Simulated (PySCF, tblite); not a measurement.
Bond stretch in SMILES SC. The S2–H6 bond (S2 also carries C; H6 carries nothing else) is pulled apart rigidly from the PBE0/def2-TZVP optimised geometry.

Levels of theory: UKS-LDA (SVWN5) = unrestricted LDA (SVWN5)/def2-TZVP (PySCF); UHF/3-21G = unrestricted Hartree-Fock/3-21G (PySCF 2.14.0); UKS-B3LYP/6-31G* = unrestricted B3LYP/6-31G*, spherical d (PySCF); GFN2-xTB, 300 K electronic temperature (tblite); RKS-B3LYP/LANL2DZ = restricted B3LYP/LANL2DZ, with its core potentials past Ne in PySCF.

Energies are in kcal/mol, each relative to the lowest point of its own curve near equilibrium.

```
R / Å  UKS-LDA (SVWN5)  UHF/3-21G  UKS-B3LYP/6-31G*    GFN2-xTB  RKS-B3LYP/LANL2DZ
-----  ---------------  ---------  ----------------  ----------  -----------------
1.01              65.4       67.4              67.5  (withheld)               72.9
1.07              39.2       40.1              40.3        32.0               45.0
1.15              17.2       17.4              17.5        12.4               21.0
1.21               7.6        7.6               7.6         4.8         (withheld)
1.27               2.3        2.2               2.2  (withheld)                3.8
1.30               0.9        0.8               0.8  (withheld)                1.9
1.34               0.0        0.0               0.0         0.0         (withheld)
1.39               0.3        0.3               0.4         0.7                0.0
1.41               0.7        0.8               0.9         1.3                0.2
1.47               3.0        3.1               3.4         3.5                1.8
1.57               9.1        9.3               9.8         8.9                6.8
1.64              14.5       14.7              15.2        13.3         (withheld)
1.80              28.0       28.6              29.0        24.4               23.6
2.02              46.8       41.3              47.8        40.2               41.2
2.20              60.7       46.4              61.7        52.2               54.9
2.39              73.6       49.5              71.7        63.3               67.9
2.71              88.3       51.9              80.4        77.5               86.1
2.97              94.0       52.7              83.5        84.7               97.4
3.31              97.7       53.2              85.3        90.0              108.4
3.62              99.2       53.4              86.0        92.5              115.6
4.07             100.1       53.6              86.5           —              122.6
```

### Question
Fill in the missing entries.

### Answer

- 1.01, GFN2-xTB: 57.7
- 1.21, RKS-B3LYP/LANL2DZ: 10.2
- 1.27, GFN2-xTB: 1.1
- 1.30, GFN2-xTB: 0.3
- 1.34, RKS-B3LYP/LANL2DZ: 0.4
- 1.64, RKS-B3LYP/LANL2DZ: 11.4

A dash means that the run gave no value there, or that the column was ended at a point which the program doubted or which failed a test of continuity chosen for this set; such a test can also cut sound points.

The unrestricted determinant behind UKS-LDA (SVWN5) is spin-contaminated at 2.71 to 4.07 Å (<S²> up to 1.0, against 0.00 for a pure singlet). The unrestricted determinant behind UHF/3-21G is spin-contaminated at 1.80 to 4.07 Å (<S²> up to 1.0, against 0.00 for a pure singlet). The unrestricted determinant behind UKS-B3LYP/6-31G* is spin-contaminated at 2.20 to 4.07 Å (<S²> up to 1.0, against 0.00 for a pure singlet). The restricted form behind RKS-B3LYP/LANL2DZ keeps the bonding electrons paired and can't separate into open-shell fragments.
